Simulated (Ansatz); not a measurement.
Two shapes of singlet C₃H₄.

Shape 1:

```xyz
7

C     0.0054   -0.0076   -0.8587
C    -0.0032    0.6394    0.5009
C     0.0067   -0.6410    0.4982
H     0.9093    0.0026   -1.4662
H    -0.9275   -0.0040   -1.4664
H     0.0065    1.5821    1.0423
H     0.0097   -1.5911    1.0397
```

Shape 2:

```xyz
7

C     0.0046   -0.0425   -0.7984
C     0.0267    0.6347    0.5115
C    -0.0214   -0.6726    0.5459
H     0.9103   -0.0213   -1.4568
H    -0.9419    0.0135   -1.5459
H     0.0217    1.5631    1.0179
H    -0.0048   -1.5365    1.0000
```

Basis set: STO-3G (spherical functions). Frozen core: 3 orbitals. Charge 0, multiplicity 1.

Computed with Ansatz (development build ahead of 0.2.0); each method stands on the lowest determinant of its kind that the runs found.

(1) Which shape is lower in energy, and by how much in each method?

Answers

(1)

```tsv
method	E(2) − E(1) (eV)
RHF	0.658
RHF-MP2	0.614
```

Shape 1 is lower.
